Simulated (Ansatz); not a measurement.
# BaBiO2Cl (Cmcm, No. 63; cell taken from a computed entry)

Level of theory: HSE06 in Ansatz (plane waves, PAW).

Run with plane-wave cutoff 460 eV, 4×4×4 k mesh, Fermi–Dirac smearing 0.01 eV, scalar-relativistic PAW data made under PBE.

Cell: relaxed with PBEsol: a = 5.8558 Å, b = 12.8401 Å, c = 5.6860 Å, α = 90.00°, β = 90.00°, γ = 90.00°.

| Quantity | Result |
|---|---|
| band gap | 4.41 eV |
| smallest direct gap on the k points sampled | 4.45 eV |
| direct gap at Γ | 5.11 eV |

Note: cell and atoms aren't relaxed at this level (pressure 0.8 GPa); this cell isn't known to be the ambient phase, and symmetry holds it in the calculation.

Spin–orbit coupling is not included; with these elements it can move the gap by several tenths of an eV or more.

Computed values are for the static lattice.

Ansatz is an electronic-structure program.
